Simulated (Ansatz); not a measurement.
# C5H5: the cost of one run

Method: the settings change from run to run; program: Ansatz 0.2.0, Gaussian basis.

**1. The molecule**

An earlier PBE0-D4 in a triple-zeta def2 set relaxation fixed the geometry.

10 atoms, charge 0, spin multiplicity 2.

Atoms are counted from 1 here; the program's logs count them from 0.

Bond lengths: C1–C2 1.434 Å, C1–C5 1.423 Å, C1–H6 1.083 Å, C2–C3 1.360 Å, C2–H7 1.080 Å, C3–C4 1.473 Å, C3–H8 1.081 Å, C4–C5 1.366 Å, C4–H9 1.081 Å, C5–H10 1.079 Å. Angles: C2–C1–C5 109.1°, C2–C1–H6 125.4°, C5–C1–H6 125.5°, C1–C2–C3 107.2°, C1–C2–H7 125.6°, C3–C2–H7 127.1°, C2–C3–C4 108.2°, C2–C3–H8 127.0°, C4–C3–H8 124.9°, C3–C4–C5 108.4°, C3–C4–H9 124.8°, C5–C4–H9 126.8°, C1–C5–C4 107.1°, C1–C5–H10 125.9°, C4–C5–H10 127.0°.

**2. SPW92/pcseg-2**

Set apart from the defaults: multiplicity 4, the search for lower states set to full.

The input, in.yaml:

```yaml
crystal:
  periodic: [false, false, false]
  atoms:
    - {symbol: C, position_ang: [0.191753, 0.465834, -1.067232]}
    - {symbol: C, position_ang: [0.228203, -0.931470, -0.746247]}
    - {symbol: C, position_ang: [-0.045011, -1.046600, 0.580990]}
    - {symbol: C, position_ang: [-0.261653, 0.304775, 1.124634]}
    - {symbol: C, position_ang: [-0.113522, 1.206508, 0.109233]}
    - {symbol: H, position_ang: [0.368481, 0.887958, -2.048354]}
    - {symbol: H, position_ang: [0.435601, -1.731402, -1.440888]}
    - {symbol: H, position_ang: [-0.098829, -1.960226, 1.156609]}
    - {symbol: H, position_ang: [-0.497326, 0.524819, 2.156936]}
    - {symbol: H, position_ang: [-0.207688, 2.279795, 0.174308]}
basis:
  gaussian: {orbitals: pcseg-2}
magnetization: {spin_polarized: true, initial_magnetization: 3}
hamiltonian: {xc: {name: SPW92}}
scf: {lower_state_search: full}
output: {forces: true}
```

Command:

```sh
> ansatz run in.yaml --threads 2 --pin off --events-out ev --progress --plain --max-ram 22528MiB --backend cpu
```

What time and memory should one allow on 2 threads of AMD EPYC 7R13, shared host?

About 40 s, with a peak of 0.7 GiB.
